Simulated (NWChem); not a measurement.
Species: propyne (C$_{3}$H$_{4}$); SMILES C#CC

Computed with NWChem. Structure relaxed at the PBE0/def2-SVP level. Vertical excitations in the gas phase.

Q: What does the run give for Hartree-Fock/def2-SVPD, CIS? Quantities: lowest excitation, singlet (eV); oscillator strength of that lowest state; orbital gap (eV).

A: 
* **lowest excitation, singlet (eV)**: 6.44
* **oscillator strength of that lowest state**: 0.000
* **orbital gap (eV)**: 13.07
